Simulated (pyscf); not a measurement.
Thermochemistry of product channels of H₃C–Al(F)–F + H• on the doublet surface, in kJ/mol, from ωB97M-D3(BJ)/def2-TZVP energies (ideal gas, 1 atm, RRHO with modes under 100 cm⁻¹ raised to 100, one conformer, R ln 2 for rigid chiral ones). Structures and frequencies: ωB97X-D3(BJ)/def2-SVP in PySCF.

```json
[
 {"products": "CH₄ + [F–Al–F]•", "ΔE": "(withheld)", "ΔH(298 K)": "-73.5", "ΔG(298 K)": "-80.1", "ΔG(1200 K)": "-81.8"},
 {"products": "[H₃C–Al–F]• + HF", "ΔE": "+94.6", "ΔH(298 K)": "+109.2", "ΔG(298 K)": "+97.8", "ΔG(1200 K)": "+71.6"},
 {"products": "•H₂C–Al(F)–F + H₂", "ΔE": "-7.5", "ΔH(298 K)": "-13.0", "ΔG(298 K)": "-15.7", "ΔG(1200 K)": "(withheld)"}
]
```

**Question.** What belongs in the gaps?

**Answer.** 
- CH₄ + [F–Al–F]•, ΔE: -92.8
- •H₂C–Al(F)–F + H₂, ΔG(1200 K): -25.7

These are energies of the channels, which say nothing of barriers.
